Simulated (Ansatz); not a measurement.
**AlH3O: vertical ionisation energy**

One table from this session's results is given with a row withheld; the runs are named, their logs left out.

Method: unrestricted cation, the program's frozen cores in correlated methods; program: Ansatz 0.2.0, Gaussian basis.

Plan: UKS PBE-D4/def2-TZVPP; UKS r2SCAN-D4/def2-TZVPP; UKS PBE0-D4/def2-TZVPP; UKS B3LYP-D4/def2-TZVPP; UKS wB97X-V/def2-TZVPP; UKS wB97M-V/def2-TZVPP; UKS B2PLYP/def2-TZVPP; UHF-CCSD(T)/def2-TZVPP; UHF-CCSD(T)/def2-QZVPP; extrapolation to the limit; then −ε(HOMO) from the neutral's earlier runs with LDA (SPW92), PBE-D4, revPBE-D4, BLYP-D4, r2SCAN-D4, B97M-V, PBE0-D4, B3LYP-D4, r2SCANh-D4, r2SCAN0-D4, HSE06-D4, BHLYP-D4, CAM-B3LYP-D4, LC-ωPBE, ωB97X-V, ωB97M-V.

## Structure used throughout

All runs share one geometry, relaxed beforehand with PBE0-D4 in a triple-zeta def2 set.

5 atoms, charge 0, spin multiplicity 1.

Atoms are counted from 1 here; the program's logs count them from 0.

Bond lengths: O1–Al2 1.696 Å, O1–H3 0.956 Å, Al2–H4 1.585 Å, Al2–H5 1.577 Å. Angles: Al2–O1–H3 123.4°, O1–Al2–H4 119.7°, O1–Al2–H5 116.0°, H4–Al2–H5 124.4°.

Geometry (Å):

```mol
AlH3O
  3D, bonds by distance, orders not assigned

  5  4  0  0  0  0  0  0  0  0999 V2000
    0.6549   -0.7069    0.7567 O   0  0
   -0.1579    0.4238   -0.2108 Al  0  0
    0.5574   -1.6522    0.6562 H   0  0
   -1.1370   -0.0789   -1.3512 H   0  0
    0.1326    1.9406    0.1077 H   0  0
  1  2  8  0
  1  3  8  0
  2  4  8  0
  2  5  8  0
M  END
```

The first run:

The input, in.yaml:

```yaml
crystal:
  periodic: [false, false, false]
  atoms:
    - {symbol: O, position_ang: [0.654851, -0.706885, 0.756677]}
    - {symbol: Al, position_ang: [-0.157872, 0.423789, -0.210842]}
    - {symbol: H, position_ang: [0.557410, -1.652202, 0.656199]}
    - {symbol: H, position_ang: [-1.137027, -0.078936, -1.351190]}
    - {symbol: H, position_ang: [0.132638, 1.940633, 0.107656]}
basis:
  gaussian: {orbitals: def2-TZVPP}
total_charge: 1
magnetization: {spin_polarized: true, initial_magnetization: 1}
hamiltonian: {xc: pbe, dispersion: d4}
```

On the command line:

```sh
> ansatz run in.yaml --threads 2 --pin off --events-out ev --progress --plain --max-ram 32768MiB --backend cpu
```

Steps of the session up to this table: Cation, UKS PBE-D4/def2-TZVPP; Cation, UKS r2SCAN-D4/def2-TZVPP; Cation, UKS PBE0-D4/def2-TZVPP; Cation, UKS B3LYP-D4/def2-TZVPP; Cation, UKS wB97X-V/def2-TZVPP; Cation, UKS wB97M-V/def2-TZVPP; Cation, UKS B2PLYP (frozen core)/def2-TZVPP; Cation, UHF-CCSD(T)/def2-TZVPP; Cation, UHF-CCSD(T)/def2-QZVPP.

One table of the session follows, with a row left open; its other results are not shown here.

Orbital estimates, from the neutral's runs:

| functional | −ε(HOMO) (eV) |
| --- | --- |
| LDA (SPW92) | 7.06 |
| PBE-D4 | 7.03 |
| revPBE-D4 | 7.00 |
| BLYP-D4 | 6.96 |
| r2SCAN-D4 | 7.36 |
| B97M-V | 7.46 |
| PBE0-D4 | 8.37 |
| B3LYP-D4 | ? |
| r2SCANh-D4 | 7.85 |
| r2SCAN0-D4 | 8.58 |
| HSE06-D4 | 7.96 |
| BHLYP-D4 | 9.66 |
| CAM-B3LYP-D4 | 9.81 |
| LC-ωPBE | 11.18 |
| ωB97X-V | 10.83 |
| ωB97M-V | 10.61 |

**Question.** Estimate the row for B3LYP-D4.

Worked estimate for «−ε(HOMO) (eV)». Against the share of exact exchange, BLYP-D4 (0, 6.96), BHLYP-D4 (0.5, 9.66) give a slope of 5.40 per unit share; at 0.2 the line stands at 8.04.

**Answer.** −ε(HOMO) (eV): 8.19. In «−ε(HOMO) (eV)» the line misses by -0.15.
